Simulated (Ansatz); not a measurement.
A run of Ansatz (development build ahead of 0.2.0) on singlet C₅H₁₂ at this shape:

```xyz
17

C    -0.0028    0.0056    0.0078
C     0.8878    0.8765    0.8894
C     0.8903   -0.8915   -0.8859
C    -0.8884    0.8753   -0.8818
C    -0.8823   -0.8843    0.8741
H     0.2736    1.5239    1.5350
H     1.5331    0.2821    1.5408
H     1.5240    1.5318    0.2770
H     0.2703   -1.5304   -1.5417
H     1.5391   -0.2693   -1.5395
H     1.5415   -1.5278   -0.2731
H    -1.5290    0.2780   -1.5420
H    -1.5382    1.5284   -0.2824
H    -0.2698    1.5402   -1.5389
H    -1.5274   -1.5328    0.2674
H    -0.2797   -1.5326    1.5425
H    -1.5340   -0.2843    1.5295
```

Its results:

```
Converged                       : yes
Reference energy                : -196.34619 hartree
Correlation energy              : -0.73999 hartree
Total energy                    : -197.08618 hartree
Spin squared of the determinant : 0.000
```

Q: Which input gives this output? Name the method, the orbitals and the basis set, and write the input.

A: RHF-MP2 in cc-pVDZ. An unrestricted run that stays on the closed shell gives the same numbers.

```yaml
crystal:
  periodic: [false, false, false]
  atoms:
    - { symbol: C, position_ang: [-0.00279, 0.00562, 0.00779] }
    - { symbol: C, position_ang: [0.88777, 0.87651, 0.88945] }
    - { symbol: C, position_ang: [0.89032, -0.89147, -0.88593] }
    - { symbol: C, position_ang: [-0.88837, 0.87528, -0.88177] }
    - { symbol: C, position_ang: [-0.88234, -0.88428, 0.87413] }
    - { symbol: H, position_ang: [0.27356, 1.52386, 1.53503] }
    - { symbol: H, position_ang: [1.53306, 0.28214, 1.54081] }
    - { symbol: H, position_ang: [1.52396, 1.53181, 0.27699] }
    - { symbol: H, position_ang: [0.27033, -1.53039, -1.54173] }
    - { symbol: H, position_ang: [1.53913, -0.26929, -1.53951] }
    - { symbol: H, position_ang: [1.5415, -1.52784, -0.27309] }
    - { symbol: H, position_ang: [-1.52897, 0.27799, -1.54203] }
    - { symbol: H, position_ang: [-1.53825, 1.5284, -0.28237] }
    - { symbol: H, position_ang: [-0.26982, 1.5402, -1.53888] }
    - { symbol: H, position_ang: [-1.52741, -1.53276, 0.26743] }
    - { symbol: H, position_ang: [-0.27969, -1.53256, 1.5425] }
    - { symbol: H, position_ang: [-1.53398, -0.28434, 1.52955] }
basis:
  gaussian: { orbitals: cc-pVDZ }
hamiltonian:
  xc: hf
correlation:
  method: mp2
  frozen_orbitals: { C: 1, H: 0 }
```
